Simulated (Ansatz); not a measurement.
bcc Fe, treated with r²SCAN-D4 in Ansatz (PAW).

Settings: plane-wave cutoff 560 eV, 26×26×26 k mesh, Fermi–Dirac smearing 0.05 eV, spin-polarised with parallel moments, scalar-relativistic PAW data made under PBE.

Response to compression and expansion:

```json
[
 {"V (Å³/atom)": "10.977", "P (GPa)": "12.84", "moment (μB per cell of 1 atoms)": "2.57"},
 {"V (Å³/atom)": "11.211", "P (GPa)": "7.97", "moment (μB per cell of 1 atoms)": "2.59"},
 {"V (Å³/atom)": "11.444", "P (GPa)": "3.65", "moment (μB per cell of 1 atoms)": "2.61"},
 {"V (Å³/atom)": "11.678", "P (GPa)": "-0.15", "moment (μB per cell of 1 atoms)": "2.63"},
 {"V (Å³/atom)": "11.911", "P (GPa)": "-3.21", "moment (μB per cell of 1 atoms)": "2.67"},
 {"V (Å³/atom)": "12.145", "P (GPa)": "-6.11", "moment (μB per cell of 1 atoms)": "2.69"},
 {"V (Å³/atom)": "12.378", "P (GPa)": "-8.95", "moment (μB per cell of 1 atoms)": "2.71"}
]
```

Ansatz is a first-principles code.
